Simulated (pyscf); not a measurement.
Structures and frequencies: ωB97X-D3(BJ)/def2-SVP in PySCF.

### Question
Estimate by transition-state theory the rate constant of H₂O + •O–ZnH -> •O–Zn–OH + H₂ (doublet surface; H–O, H–Zn broken, O–Zn, H–H formed) at 600 K, with ωB97M-D3(BJ)/def2-TZVP energies (ideal gas, 1 atm, RRHO with modes under 100 cm⁻¹ raised to 100, one conformer, R ln 2 for rigid chiral ones; no tunnelling).

### Answer
The electronic barrier is 20.9 kcal/mol and the thermal terms add +15.8, so ΔG‡ = 36.6 kcal/mol. With k_BT/h = 1.25e+13 s⁻¹ and RT = 1.192 kcal/mol, and a volume of 8.18e-20 cm³ per molecule at 1 atm, k = 4.7e-20 cm³ molecule⁻¹ s⁻¹. Wigner's tunnelling factor for 1234i cm⁻¹ would be 1.36. A shift of 1 kcal/mol in the barrier changes k by a factor 2.3. On the reactant side the descent ends in an adduct with a O–Zn contact (not fully relaxed), 11.3 kcal/mol under the separated species and 30.7 kcal/mol under the saddle at ωB97X-D3(BJ)/def2-TZVP. What is counted as formed (O–Zn) is already present as a longer contact in the reactant adduct; forming that adduct is a step of its own. At the saddle there is also a short H–Zn contact that neither side keeps. •O–ZnH lies 37.7 kcal/mol over its isomer [HO–Zn]•, and others may lie lower still (electronic energy, ωB97M-D3(BJ)). This is the saddle that the search found; another between the same sides may lie lower. The term symbol of open-shell •O–ZnH was not checked; spin-orbit terms and orbital degeneracy are left out. Elements up to Kr have no core potential and no relativistic terms here.
